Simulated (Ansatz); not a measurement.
A structure drawn as `CC(O)NC=O`, with this starting geometry:

```xyz
13

C     0.8409    1.1337    0.2993
C    -0.4567    0.3659    0.1656
O    -1.3645    1.1696   -0.5555
N    -0.4406   -0.8332   -0.5614
C     0.1493   -1.9812   -0.1366
O     0.6558   -2.1407    0.9905
H     0.7447    2.0254    0.8430
H     1.2296    1.3253   -0.6956
H     1.6517    0.4679    0.8218
H    -0.8434    0.1330    1.1812
H    -1.4967    1.9736    0.0333
H    -0.8137   -0.8015   -1.4939
H     0.1434   -2.8380   -0.8916
```

Total charge 0; spin multiplicity 1.

Task: Does it keep its bonds when Ansatz relaxes it at PBE-D4/def2-SVP and then PBE0-D4/def2-TZVP?

Result: Yes, every drawn bond is still there and no new one forms.

Task: Give the relaxed structure. (Best estimate.)

Result: The calculation gave: 
Z-matrix (Å, degrees):
```
C
C 1 1.515
H 1 1.093 2 110.4
H 1 1.091 2 110.6 3 -120.8
H 1 1.093 2 110.5 3 119.5
O 2 1.417 1 111.4 3 -58.9
N 2 1.430 1 111.3 3 60.2
H 2 1.095 1 110.9 3 177.5
H 6 0.961 2 108.4 1 -61.7
C 7 1.357 2 123.1 1 136.2
H 7 1.007 2 117.7 1 -57.1
O 10 1.207 7 125.6 2 -7.7
H 10 1.106 7 111.9 2 173.8
```
No frequency check was run.

Atoms count as bonded under 1.1 times the sum of their covalent radii (H–H under 0.85 Å, pairs among N, O and F under 1.55 Å), and a drawn bond as lost past 1.3 times.
